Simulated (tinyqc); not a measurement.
Inside a calculation. Method: extended Hueckel theory, for CH3. One step of it, computed by the program tinyqc.

Question. Wolfsberg-Helmholz matrix. H_ij = K' S_ij (H_ii + H_jj)/2 for i != j (the diagonal keeps H_ii), with K' = 2.

overlap S, lower triangle:
```
           1C 2s     1C 2px     1C 2py     1C 2pz     2H 1s     3H 1s     4H 1s
1C 2s   1.000000
1C 2px  0.000000   1.000000
1C 2py  0.000000   0.000000   1.000000
1C 2pz  0.000000   0.000000   0.000000   1.000000
2H 1s   0.484025   0.485474   0.000000  -0.028169  1.000000
3H 1s   0.484273  -0.242692   0.420637  -0.028189  0.119458  1.000000
4H 1s   0.484273  -0.242692  -0.420637  -0.028189  0.119458  0.119440  1.000000
```

diagonal H_ii (eV): 1C 2s -21.400000, 1C 2px -11.400000, 1C 2py -11.400000, 1C 2pz -11.400000, 2H 1s -13.600000, 3H 1s -13.600000, 4H 1s -13.600000

K = 2.000000

Give: H.

Answer.

H (eV), lower triangle:
```
           1C 2s    1C 2px    1C 2py    1C 2pz     2H 1s     3H 1s     4H 1s
1C 2s   -21.4000
1C 2px    0.0000  -11.4000
1C 2py    0.0000    0.0000  -11.4000
1C 2pz    0.0000    0.0000    0.0000  -11.4000
2H 1s   -16.9409  -12.1368    0.0000    0.7042  -13.6000
3H 1s   -16.9496    6.0673  -10.5159    0.7047   -3.2493  -13.6000
4H 1s   -16.9496    6.0673   10.5159    0.7047   -3.2493   -3.2488  -13.6000
```
